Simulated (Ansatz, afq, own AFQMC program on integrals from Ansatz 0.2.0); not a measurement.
Two steps: Ansatz 0.2.0 writes the Fock matrix and Cholesky factors of the valence space, and afq projects on them the lowest state that overlaps trial and start.

```yaml
crystal:
  periodic: [false, false, false]
  atoms:
    - {symbol: B, position_ang: [0.000000, 0.000000, 0.000000]}
    - {symbol: S, position_ang: [0.000000, 0.000000, 1.703300]}
basis:
  gaussian: {orbitals: 6-31G}
total_charge: 1
magnetization: {spin_polarized: true, initial_magnetization: 2}
correlation: {method: ccsd_t, electrons: outside_noble_gas, hamiltonian_folder: ham}
```

```sh
$ ansatz run in.yaml --threads 1 --pin off --events-out ev --progress --plain --max-ram 1843MiB
```

afq runs on the folder ham with

```
--method free --trial cisd --walkers 200 --time-step 0.03 --max-blocks 80 --target-error 0.00034 --factor-cut 1e-05 --seed 1660 --times 0,0.3,0.6,1.2,1.8,2.4,3.6,4.8,6 --taylor-order 8
```

Times are imaginary, in 1/Eh. The walk had a cap of 533 s.

afq prints:

```
orbitals 16  electrons 5 3  factors 92 of 266
reference energy -421.74031470 Eh
CCSD correlation -0.08388289 Eh in 13 cycles, weight of the determinant in the CISD state 0.9110
repeat  energy at the last time / Eh  error
    10  -421.828980  0.000713
    20  -421.829355  0.000526
    30  -421.829132  0.000426
    40  -421.829361  0.000388
    50  -421.829510  0.000333
time / (1/Eh)  energy / Eh  error  mean overlap
  0.00  -421.824221  0.000062  1.0982
  0.30  -421.826266  0.000097  1.0975
  0.60  -421.827290  0.000106  1.0991
  1.20  -421.828264  0.000115  1.1016
  1.80  -421.828791  0.000138  1.1027
  2.40  -421.828998  0.000173  1.1091
  3.60  -421.829727  0.000210  1.1038
  4.80  -421.829649  0.000265  1.1156
  6.00  -421.829547  0.000329  1.1379
energy -421.829547 +/- 0.000329 Eh
```

The run passed its tests (error under three times the target), which doesn't prove that it has relaxed.

Against this walk (error 8.9 meV) on the same determinant: CCSD(T) 28.2 meV higher, CCSDT(Q) 6.6 meV lower (within the noise), CCSDTQ 2.8 meV lower (within the noise), full CI 1.2 meV lower (within the noise). The error is statistical, and a free projection of finite length keeps a remainder of its start.

Cautions: remainder of the start not in the error; lower spins were not checked.

The walk took 84 s on 1 thread of Arm Neoverse V1 (shared host). The log's last line is the free-projection energy.

CCSDT and higher add their correlation energy to the determinant of the CCSD(T) run, since their own runs factorise the integrals more tightly (a shift of under 2 meV). A walk keeps the symmetry of its determinant, which the program's search chose and which needn't be the lowest solution, so a lower state of the same spin and another symmetry isn't excluded.
